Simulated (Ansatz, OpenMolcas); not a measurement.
BF (SMILES [B]F): the energy, rung by rung

The species is BF (2 atoms), meant as a singlet with charge 0. SMILES: `[B]F`. Geometry: relaxed at PBE0-D4/def2-TZVP.

```xyz
2

B     0.0000    0.0000   -0.0094
F     0.0000    0.0000    1.2537
```

Each level gives the energy change with the B1–F2 bond stretched from 1.263 to 1.579 Å (eV). The values are calculated.

```tsv
level	kind	program	value (eV)	less FCI/STO-3G
HF/STO-3G (restricted)	Hartree–Fock	Ansatz	2.13	+0.45
SVWN5/STO-3G (restricted)	LDA	OpenMolcas	1.55	-0.13
BLYP/STO-3G (restricted)	GGA	Ansatz	1.33	-0.35
PBE0/STO-3G (restricted)	global hybrid	OpenMolcas	1.67	-0.01
wB97X/STO-3G (restricted)	range-separated hybrid	Ansatz	1.71	+0.03
MP2/STO-3G (restricted)	perturbation theory	Ansatz	2.02	+0.34
SC-NEVPT2(2,2)/STO-3G	multireference	OpenMolcas	1.98	+0.30
CCSD(T)/STO-3G (restricted)	coupled cluster or CI	Ansatz	1.72	+0.04
FCI/STO-3G	exact in the basis	Ansatz	1.68	0.00
```

FCI/STO-3G is exact within its basis and frozen core, so for wave-function methods in that basis the difference is their error; functionals converge differently with the basis, so for them it is only a difference. The first shape isn't each level's own minimum. The values span 1.33 to 2.13 eV. All rows use very small basis sets, so even the best lies far from the true value.
